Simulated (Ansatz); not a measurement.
in.yaml

```yaml
crystal:
  periodic: [false, false, false]
  atoms:
    - {symbol: C, position_ang: [0.000000, -0.661351, 2.137401]}
    - {symbol: Si, position_ang: [0.000000, 0.410202, 0.676792]}
    - {symbol: Cl, position_ang: [0.000000, -0.154873, -1.279129]}
    - {symbol: H, position_ang: [0.000000, 1.898181, 0.663966]}
basis:
  gaussian: {orbitals: cc-pVDZ}
magnetization: {spin_polarized: false, initial_magnetization: 2}
correlation: {method: ccsd_t, electrons: outside_noble_gas}
```

```sh
$ ansatz run in.yaml --threads 1 --pin off --events-out ev --progress --plain --max-ram 4096MiB --backend cpu
```

The program prints:

```
554 factors; integrals over basis functions are off by at most 1.1e-3 eV
mean field evaluation 1: about -21407.2922 eV, gradient 1.5e1 eV
mean field evaluation 2: about -21407.2960 eV, gradient 1.5e1 eV
mean field evaluation 4: about -21408.3406 eV, gradient 2.5e0 eV
mean field evaluation 8: about -21408.3729 eV, gradient 7.0e-3 eV
mean field evaluation 16: about -21408.3659 eV, gradient 2.1e-1 eV
mean field evaluation 32: about -21408.2054 eV, gradient 1.5e0 eV
mean field evaluation 64: about -21405.7912 eV, gradient 2.4e-2 eV
mean field evaluation 96: about -21404.1428 eV, gradient 3.3e-3 eV
mean field evaluation 128: about -21407.7587 eV, gradient 1.3e-3 eV
mean field evaluation 160: about -21408.3729 eV, gradient 1.5e-2 eV
mean field evaluation 192: about -21405.7912 eV, gradient 6.9e-3 eV
mean field evaluation 224: about -21404.1428 eV, gradient 4.0e-4 eV
mean field -21408.37293863 eV, -786.7431943781 hartree, gradient 6.7e-6 eV, S^2 2.000000; 7 other end points of the search recorded, 0 dependent functions left out
mean field evaluation 256: about -21408.5921 eV, gradient 2.8e-2 eV
mean field evaluation 288: about -21408.4729 eV, gradient 2.6e-2 eV
mean field evaluation 320: about -21408.4322 eV, gradient 8.4e-1 eV
mean field evaluation 352: about -21408.5735 eV, gradient 6.7e-1 eV
determinant -21408.37293863 eV, -786.7431943781 hartree, with singles and doubles -21417.76796850 eV, -787.0884553578 hartree
determinant -21407.75872624 eV, -786.7206224894 hartree, with singles and doubles -21417.44480632 eV, -787.0765793668 hartree
determinant -21406.46443710 eV, -786.6730582407 hartree, with singles and doubles -21415.93573239 eV, -787.0211219227 hartree
determinant -21405.79121831 eV, -786.6483179066 hartree, with singles and doubles -21415.00648037 eV, -786.9869725409 hartree
determinant -21408.37293863 eV, -786.7431943781 hartree, with singles and doubles -21417.76867327 eV, -787.0884812578 hartree
determinant -21407.75872624 eV, -786.7206224894 hartree, with singles and doubles -21417.44795213 eV, -787.0766949733 hartree
mean field evaluation 384: about -21408.2283 eV, gradient 4.2e0 eV
unrestricted determinant -21408.59204285 eV, -786.7512463100 hartree, S^2 2.6241
11 core orbitals not correlated: weight in the atoms' cores, before any rotation towards them, 1.000 or more for the frozen orbitals, at most 0.000 for the correlated occupied ones
reference -21408.37293863 eV, -786.7431943781 hartree; 9, 7 occupied and 35, 37 virtual orbitals, 554 factors
second order -8.23232644 eV of doubles, -0.05990910 eV of singles
cycle   1  -9.39573535 eV  change   -7.1e-7 eV  update   2.9e-6
perturbative correction -0.30428521 eV, -0.0111822751 hartree
Total energy: -21418.07295919 eV, -787.0996635588 hartree
```

For the same geometry and basis UCCSDT(Q) lies 75.4 meV lower.

Ran on 1 thread of AMD EPYC 7R13, shared host: 11 s wall, 0.19 GiB peak host memory.
